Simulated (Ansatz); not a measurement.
# Deforming Rh

```xyz
1
Lattice="0.0000 1.9153 1.9153 1.9153 0.0000 1.9153 1.9153 1.9153 0.0000" Properties=species:S:1:pos:R:3 pbc="T T T"
Rh    0.0000    0.0000    0.0000
```

The structure comes from a relaxation in the same program, started in the fcc type, and has space group Fm-3m. Whether it is a known phase or the ground state wasn't checked.

Spin polarisation is left out, and whether a magnetic state lies lower isn't shown here.

The calculation used DFT, PBE, all-electron LAPW, scalar-relativistic (Ansatz 0.2.0).

The runs use a Γ-centred 16×16×16 k mesh, Fermi–Dirac smearing of 0.05 eV, basis error target 0.5 meV/atom, no spin polarisation.

The unchanged cell is at -0.04 GPa.

In a metal, stresses and small energies carry noise from the k mesh.

x, y and z are the Cartesian axes of the cell as listed; fractional coordinates follow a strain, and an engineering shear is twice the off-diagonal strain component.

With z strained by +1.5 % at fixed volume: energy change +3 meV/atom; stress change (xx, yy, zz, yz, xz, xy) 1.78, 1.78, -3.34, 0.00, 0.00, 0.00 GPa, compression positive.

**Question.** With this change (xy engineering shear strain of -3 %), what becomes of the energy and stress?

**Answer.** Energy change +7 meV/atom; stress change (xx, yy, zz, yz, xz, xy) 0.44, 0.44, 0.01, 0.00, 0.00, 5.56 GPa, compression positive.
